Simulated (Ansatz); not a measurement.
A made-up structure of CH5NSi, singlet:

```tsv
atom	x (Å)	y (Å)	z (Å)
C1	-0.6500	0.9178	-0.5799
N2	0.4544	0.0481	-0.3572
Si3	0.8443	-1.1021	0.6538
H4	-1.0367	0.7768	-1.5963
H5	-0.3192	1.9620	-0.5271
H6	-1.4910	0.7981	0.1172
H7	2.1565	-1.7589	0.4990
H8	1.2073	0.6714	-0.6486
```

It is relaxed with PBE-D4/def2-SVP and then PBE0-D4/def2-TZVP (Ansatz 0.2.0). Atoms count as bonded within 1.22 times the sum of their covalent radii (H–H: 0.88 Å). The end point is not checked to be a true minimum.

Task: Does its bonding change? (Judge from chemistry; the calculation decides.)

Result: By the calculation: No: no bond forms or breaks.

Where it ends: The first stage lowers the energy by 1.44 eV in 8 steps. It ends as CH₅NSi ([CH3][NH][SiH]):
C1  (-0.621, 0.949, -0.572)
N2  (0.546, 0.127, -0.331)
Si3  (0.632, -1.155, 0.793)
H4  (-0.965, 0.869, -1.608)
H5  (-0.424, 2.004, -0.359)
H6  (-1.432, 0.618, 0.080)
H7  (2.092, -1.480, 0.459)
H8  (1.338, 0.381, -0.902)
(Å)

Labels in which every atom is bracketed show which atoms are joined, not bond orders.

For scale, one of the runs: PBE0-D4/def2-TZVP relaxation, 129 basis functions, launched by `ansatz run in.yaml --threads 2 --pin off --events-out ev --progress --plain --max-ram 4352MiB`. The run took about 5.5 s on 2 CPU threads of an AMD EPYC 9R45 (shared host).
